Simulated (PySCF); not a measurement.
Molecule: SMILES c1n[nH]cp1, C₂H₃N₂P.

Numbering as in the mapped SMILES `[cH:1]1[n:2][nH:3][cH:4][p:5]1`. Hydrogens are named by the atom that carries them.

Geometry PBE0-D3(BJ)/def2-SVP throughout; GIAO in PySCF 2.14, gas phase, one conformer, non-relativistic; equivalent atoms averaged; functional PBE0.

Q: How do the absolute shieldings σ depend on the basis set? (ppm; last column core-seconds on 1 thread of an Arm Neoverse V1, shared host)

A: 
| basis set | functions | C4 | C1 | N2 | N3 | P5 | H(N3) | H(C1) | H(C4) | core-s |
| --- | --- | --- | --- | --- | --- | --- | --- | --- | --- | --- |
| STO-3G | 32 | 93.8 | 94.0 | 40.1 | 172.3 | 316.3 | 23.27 | 24.32 | 25.14 | 1.9 |
| 6-31G | 55 | 44.8 | 38.9 | -72.4 | 57.2 | 301.9 | 22.75 | 23.61 | 23.85 | 3.8 |
| 6-31G* | 80 | 45.1 | 36.9 | -59.3 | 56.2 | 288.8 | 22.13 | 23.33 | 23.56 | 4.9 |
| def2-SVP | 89 | 40.5 | 32.4 | -71.8 | 51.2 | 279.7 | 21.61 | 22.97 | 23.16 | 4.7 |
| 6-311+G(2d,p) | 161 | 29.1 | 18.8 | -93.2 | 30.3 | 210.3 | 21.12 | 22.60 | 22.85 | 10 |
| def2-TZVP | 179 | 27.8 | 17.9 | -99.5 | 29.0 | 194.6 | 21.10 | 22.61 | 22.83 | 12 |

Q: Which nucleus moves most, in ppm?

A: N3 (pyrrole-type ring nitrogen): from 29.0 ppm with def2-TZVP to 172.3 ppm with STO-3G. The smallest spread is 1.72 ppm, at H(C1). Proton shifts span only some 12 ppm, so a few tenths of a ppm matter as much there as several ppm in carbon.

Q: Taking the largest basis, def2-TZVP (179 functions), as the yardstick, rank the others by their worst heavy-atom deviation.

A: 6-311+G(2d,p) 15.7 ppm (161 functions), def2-SVP 85.1 ppm (89 functions), 6-31G* 94.2 ppm (80 functions), 6-31G 107.3 ppm (55 functions), STO-3G 143.3 ppm (32 functions).

A small basis that lands close on one nucleus may do so by chance; judge by the trend and by all nuclei.
